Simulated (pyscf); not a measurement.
PySCF, gas phase, ωB97X-D3(BJ)/def2-SVP geometries.

Task: For the elementary gas-phase step `[CH3][SnH3]` + `[CH3]` [doublet] -> `[CH3][CH3]` + `[SnH3]` [doublet] (doublet surface; C–Sn broken, C–C formed), what barrier and reaction energy does ωB97M-D3(BJ)/def2-TZVP give, measured from the separated reactants?…

Result: ΔE‡ = 26.1 kcal/mol, ΔE = -26.4 kcal/mol. Zero-point energy shifts the barrier by +2.2 kcal/mol. It is a substitution at C, with an imaginary mode of 1054i cm⁻¹. The same reactants have a lower exit, to H₃C–SnH₂• + CH₄ (barrier +3.3 kcal/mol at ωB97M-D3(BJ), against +26.1 kcal/mol here). One saddle was located; it need not be the lowest between these sides. The angle at the attacked C is 180°. Elements past Kr carry the def2 core potentials, without spin-orbit coupling.
